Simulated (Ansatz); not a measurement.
System: 2H MoTe2. Method: PBE-D3(BJ) (PAW; Ansatz, a quantum-chemistry and plane-wave program).

Settings: plane-wave cutoff 500 eV, 12×12×4 k mesh (along the axes of the cell as run), gaussian smearing 0.02 eV, scalar-relativistic PAW data made under PBE.

Computed at the level's own relaxed cell.

Question: Estimate the volume per atom, equilibrium lattice constant a and c axis length that the calculation returns.

Answer: 
- volume per atom: 24.17 Å³/atom
- equilibrium lattice constant a: 3.497 Å
- c axis length: 13.695 Å

Measured, for comparison: lattice constant a 3.518 Å, lattice parameter c 13.974 Å (300 K, no zero-point or thermal correction; as tabulated in arXiv:1605.07067). Computed (rounded) less measured: lattice constant a -0.6 %, lattice parameter c -2.0 %. A static lattice is as a rule a little smaller and stiffer than an uncorrected measurement, which narrows the difference in the lattice constant a, lattice parameter c and would widen misses of the other sign.

Note: a distance lies near a switch of the dispersion term, which can move the cell.

Spin–orbit coupling is not included.

Static lattice: no zero-point or thermal effects.

Cost on a shared machine: around 4 core-minutes (rough).
